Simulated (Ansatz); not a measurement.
One change: `C=C=C=N` becomes `CC=C=C=N`.

Ansatz, PBE0-D4/def2-TZVP geometries, multiplicity 1. Each molecule was computed in one conformer, which needn't be the lowest.

```
                                      property  `C=C=C=N`
         HOMO energy (ωB97M-V/def2-TZVPP) / eV      -8.90
           HOMO energy (B3LYP/def2-TZVPP) / eV      -6.52
size of the dipole moment (PBE/def2-TZVPP) / D       1.79
            LUMO energy (PBE0/def2-TZVPP) / eV      -2.14
       HOMO–LUMO gap (ωB97M-V/def2-TZVPP) / eV       8.90
         HOMO–LUMO gap (B3LYP/def2-TZVPP) / eV       4.18
```

Question: What does the change do to each property? (Estimate.)

Answer: The calculation gave: 
```tsv
property	`CC=C=C=N`	shift
HOMO energy (ωB97M-V/def2-TZVPP) / eV	-8.73	0.17
HOMO energy (B3LYP/def2-TZVPP) / eV	-6.34	0.18
size of the dipole moment (PBE/def2-TZVPP) / D	2.56	0.77
LUMO energy (PBE0/def2-TZVPP) / eV	-1.81	0.33
HOMO–LUMO gap (ωB97M-V/def2-TZVPP) / eV	9.02	0.12
HOMO–LUMO gap (B3LYP/def2-TZVPP) / eV	4.33	0.15
```

With PBE0 the HOMO rises by 0.18 eV and the LUMO rises by 0.33 eV, so the gap widens by about 0.15 eV. PBE moves the HOMO by 0.18 eV and ωB97M-V by 0.17 eV. The zero-point energy changes by 75.5 kJ/mol with +9 modes. Dipoles are sizes alone; their direction can turn.

B3LYP here is the variant with VWN-RPA as its local correlation; programs differ in this.
